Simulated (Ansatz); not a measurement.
This script makes a test of scalar relativity of HLiS, SMILES [Li][SH] with Ansatz 0.2.0, Python API.

The script, `hlis_x2c.py`:
```python
# -*- coding: utf-8 -*-
"""HLiS with and without the spin-free two-component Hamiltonian."""

from dataclasses import dataclass

import ansatz as az
import numpy as np


@dataclass(frozen=True)
class RunConfig:
    xc: str = "pbe0"
    vdw: str = "d3bj"


opts = RunConfig()

GEOMETRY = """
Li    1.12830   -1.15270    0.48390
S    -0.77870   -0.09730   -0.43380
H    -0.36050    1.18520   -0.06340
"""

geometry = az.Crystal.molecule()
for line in GEOMETRY.strip().splitlines():
    symbol, *xyz = line.split()
    geometry = geometry.atom(symbol, [float(v) for v in xyz])

setup = (
    geometry.calculation()
    .functional(opts.xc, dispersion=opts.vdw)
    .forces()
)
# a set contracted for a scalar-relativistic Hamiltonian goes with the relativistic run
sets = {"none": "cc-pVTZ", "scalar": "cc-pVTZ-DK"}
found = {kind: setup.basis(gaussian=basis).pseudopotentials(relativity=kind).run().report for kind, basis in sets.items()}
for kind, each in found.items():
    dipole = 4.803205 * np.linalg.norm(each["charge_distribution"]["dipole_moment_e_ang"])
    print(f"{kind:7s} E = {each['free_energy_ev']:.4f} eV  dipole {dipole:.3f} D  largest force component {np.abs(each['forces_ev_ang']).max():.4f} eV/A")
print(f"relativity lowers the total energy by {found['none']['free_energy_ev'] - found['scalar']['free_energy_ev']:.3f} eV")
```

What does scalar relativity change in the total energy and in the dipole?

The total moves by -29.6 eV, nearly all in the cores, and the dipole from 7.56 to 7.55 D.

What the script printed:

```console
$ python hlis_x2c.py
none    E = -11053.3383 eV  dipole 7.556 D  largest force component 1.2112 eV/A
scalar  E = -11082.9853 eV  dipole 7.552 D  largest force component 1.2082 eV/A
relativity lowers the total energy by 29.647 eV
```

Reading the output:
- Total energies depend on the basis set; only differences at equal settings carry meaning.
- The geometry is a force-field or estimated start, not a minimum of this method. The basis set changes with the Hamiltonian (a set recontracted for scalar relativity), and most of the change in the total lies in the cores.
- The whole script took 2.6 s on 1 thread of Arm Neoverse V2, with other jobs on the host, peak memory 0.19 GiB.
